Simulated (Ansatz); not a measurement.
A made-up structure of AlBH2Cl, doublet:

Al1  (-0.880, 0.163, -1.020)
B2  (0.714, -0.064, 0.309)
Cl3  (0.858, -1.560, 1.224)
H4  (0.632, -2.258, 2.333)
H5  (1.651, 0.676, 0.368)
(Å)

It is relaxed with PBE-D4/def2-SVP and then PBE0-D4/def2-TZVP (Ansatz 0.2.0). Atoms count as bonded within 1.22 times the sum of their covalent radii (H–H: 0.88 Å). The end point is not checked to be a true minimum.

(1) Does its bonding change? (Judge from chemistry; the calculation decides.)

Answers

(1) By the calculation: No: no bond forms or breaks.

Where it ends: The first stage lowers the energy by 0.88 eV in 9 steps. It ends as AlBH₂Cl ([Al][BH][ClH]):
Al1  (-0.985, 0.140, -1.027)
B2  (0.763, 0.015, 0.188)
Cl3  (0.750, -1.883, 1.007)
H4  (0.742, -1.829, 2.307)
H5  (1.704, 0.514, 0.740)
(Å)

Labels in which every atom is bracketed show which atoms are joined, not bond orders.

For scale, one of the runs: PBE0-D4/def2-TZVP relaxation, 117 basis functions, launched by `ansatz run in.yaml --threads 2 --pin off --events-out ev --progress --plain --max-ram 4352MiB`. The run took about 88 s on 2 CPU threads of an Arm Neoverse N1 (shared host).
